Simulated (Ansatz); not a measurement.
A nudged elastic band was laid between two geometries of AlH₅OSi (8 atoms, charge 0, multiplicity 1).

Level of theory: Ansatz 0.2.0, RKS PBE/def2-SVP.

```json
{
  "movable images": "7",
  "climbing image": "yes",
  "spring": "5.0 eV/Å²",
  "optimiser": "quadratic models (default)",
  "start path": "through a guess of the saddle point",
  "force threshold": "0.05 eV/Å",
  "iteration limit": "60",
  "end points": "relaxed"
}
```

First end point:

```xyz
8
Properties=species:S:1:pos:R:3
Al 0.123 0.161 0.436
H 0.013 0.740 1.917
O 1.522 -0.743 0.032
Si 2.902 -1.605 -0.318
H 2.544 -2.923 -0.951
H 3.766 -0.827 -1.275
H 3.692 -1.878 0.935
H -0.975 0.374 -0.700
```

Last end point:

```xyz
8
Properties=species:S:1:pos:R:3
Al -0.339 0.280 -0.187
H 1.459 -0.266 1.847
O 1.185 -0.328 0.910
Si 2.253 -1.216 -0.245
H 1.840 -2.592 -0.697
H 3.092 -0.422 -1.212
H 3.260 -1.531 0.873
H 0.835 -0.628 -1.213
```

(1) What changes between the two ends?

(2) Give the energies along the band, and the barrier.

(3) What is the geometry of the highest image?

## Answers

(1) Bonds broken: Al1–H2. Bonds formed: H2–O3.

(2) The forces met the threshold. The highest image is number 4 of 0 to 8, 65.4 kcal/mol above the first end and 21.2 kcal/mol above the last; the last end lies 44.2 kcal/mol above the first. Neighbouring images differ by up to 1.9 eV, so the band resolves the path poorly. A vibrational analysis at the climbing image gives one clearly imaginary mode, 1289i cm⁻¹: a first-order saddle point. The orbitals stay closed-shell, which can raise the energy where a bond breaks towards radicals; this wasn't checked here.

| image | path coordinate (Å) | energy (kcal/mol) | Al1–H2 (Å) | H2–O3 (Å) |
| --- | --- | --- | --- | --- |
| 0 | 0.00 | 0.0 | 1.59 | 2.83 |
| 1 | 0.81 | 0.0 | 1.59 | 2.83 |
| 2 | 1.62 | 0.1 | 1.59 | 2.82 |
| 3 | 2.43 | 21.6 | 1.58 | 2.14 |
| 4 | 3.24 | 65.4 | 1.74 | 1.28 |
| 5 | 4.09 | 51.8 | 2.42 | 0.98 |
| 6 | 4.94 | 50.3 | 2.62 | 0.98 |
| 7 | 5.79 | 48.3 | 2.73 | 0.98 |
| 8 | 6.65 | 44.2 | 2.77 | 0.98 |

(3) 
```xyz
8
Properties=species:S:1:pos:R:3
Al -0.235 0.387 0.371
H 0.753 -0.566 1.448
O 1.351 -0.680 0.318
Si 2.764 -1.529 -0.140
H 2.492 -3.006 -0.152
H 3.178 -1.073 -1.511
H 3.853 -1.231 0.851
H -0.569 0.996 -1.111
```

Run time: 5.6 min on 1 thread of Intel(R) Xeon(R) Platinum 8259CL CPU @ 2.50GHz (Skylake/Cascade Lake), with other jobs on the host, peak memory 0.18 GiB.
